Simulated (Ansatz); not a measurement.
Results of PBE-D4 in Ansatz (plane waves, PAW) for 1T (CdI2-type) TiTe2.

Numerical settings: plane-wave cutoff 520 eV, 18×18×10 k mesh (along the axes of the cell as run), Fermi–Dirac smearing 0.05 eV, no spin polarisation, scalar-relativistic PAW data made under PBE.

Cell (relaxed at this level):

TiTe2 is modelled in the trigonal space group P-3m1 (No. 164), the CdI2 type structure, Pearson symbol hP3. Conventional cell: a = b = 3.719 Å, c = 6.442 Å, α = β = 90.00°, γ = 120.00°. Ti on 1a sees 6 Te at 2.755 Å (octahedral). Te on 2d is surrounded by 3 Ti at 2.755 Å (trigonal pyramidal). (Neighbours: up to the widest gap in distance over summed covalent radii, below 1.35, at either atom; cation-cation and far metal-metal contacts left out.)

Give the computed bulk modulus.


bulk modulus: 37.0 GPa

The run finds no gap.

Note: the bulk modulus comes from volumes at which shape and atoms were relaxed.

Spin–orbit coupling is not included; it can open a gap where bands touch, and shift volumes and moduli.

Cost on a shared machine: very roughly 18 core-minutes.

Ansatz is an electronic-structure program.
